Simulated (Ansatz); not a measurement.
H$_{2}$O, singlet: the ladder up to full CI

Geometry: a PBE0/def2-TZVP stationary point for this spin, not checked as a minimum.

```yaml
atoms:
  - { symbol: O, position_ang: [0.0000, -0.0653, 0.0000] }
  - { symbol: H, position_ang: [0.0000, 0.5184, -0.7615] }
  - { symbol: H, position_ang: [0.0000, 0.5184, 0.7615] }
```

Basis cc-pVDZ; Ansatz 0.2.0. Only valence electrons are correlated (noble-gas cores frozen), which leaves 8 electrons in 23 orbitals. R marks a restricted (for open shells ROHF) determinant. Active spaces: valence = (8e, 6o) chosen from the atoms' valence shells.

Full CI is exact within this basis and frozen core; it isn't the basis-set limit.

```
UHF ⟨S²⟩                          : 0.000
T1 diagnostic (RCCSD)             : 0.0059
largest doubles amplitude (RCCSD) : 0.051
```

```json
{"level": "RMP2", "E − E(RHF) (eV)": "-5.4894"}
{"level": "RCCSD", "E − E(RHF) (eV)": "-5.7500"}
{"level": "RCCSD(T)", "E − E(RHF) (eV)": "-5.8326"}
```

(1) Estimate how far full CI in cc-pVDZ lies from RCCSD(T). The table doesn't fix it; the size of (T) and the diagnostics are the guide.

(1) Full CI in cc-pVDZ lies 1.7 kJ/mol below RCCSD(T), which is 21 % of the (T) step (-8.0 kJ/mol). The diagnostics are small and one determinant leads, so the series closes fast and only a small part of (T) is left.

The other levels:

| level | E − E(full CI) (kJ/mol) | share of correlation (%) | wall time |
| --- | --- | --- | --- |
| CISD | 30.8 | 94.54 | 0.33 s |
| BCCD(T) | 1.7 | 99.70 | 0.15 s |
| RCCSDT | 1.2 | 99.78 | – |
| RCCSDT(Q) | 0.0 | 100.01 | 0.45 s |
| RCCSDTQ | 0.0 | 99.99 | 6 s |
| CASSCF (valence space) | 425.4 | 24.63 | – |
| NEVPT2 (valence space) | 59.9 | 89.39 | 0.15 s |
| NEVPT4(SD) (valence space) | 4.8 | 99.14 | 0.36 s |
| MRCISD (valence space) | 16.0 | 97.16 | – |
| MRCISD+Q (valence space) | 0.7 | 99.88 | 0.39 s |

The correlation energy at full CI, counted from RHF, is -5.850 eV. That run took 53 s on 1 thread of Intel Xeon 6975P-C, shared host over 19,604,169 determinants.

Times hold each run's SCF and search for its determinant on a shared host, so for small cases they say little of a method's own cost; they ran on 1 thread of Intel Xeon 6975P-C.

The full-CI state has the irrep A1 of C2v, in the program's axes.

Natural occupations of full CI about the gap: 1.984 1.972 1.965 1.962 0.029 0.026 0.018 0.012 0.006 0.006; effectively unpaired electrons, Σ n²(2−n)², 0.02.

Atomization energy (electronic, same basis, no zero-point term; atoms at the same level, unrestricted beside the R rows where the molecule is a closed shell, with restricted open-shell steps beyond CCSDT(Q)) at full CI: 874.2 kJ/mol. Errors of other levels:

```csv
level,error (kJ/mol)
RHF,-254.8
RMP2,7.2
CISD,-23.4
RCCSD,-7.2
RCCSD(T),-1.2
BCCD(T),-1.1
RCCSDT,-1.1
RCCSDT(Q),0.0
RCCSDTQ,-0.1
CASSCF (valence space),-103.5
NEVPT2 (valence space),4.5
NEVPT4(SD) (valence space),-1.8
MRCISD (valence space),-8.3
MRCISD+Q (valence space),-2.3
```

This basis is far from its limit, so the value isn't to be set against a measured one. Truncated CI isn't size-consistent, which counts against it in atomization.
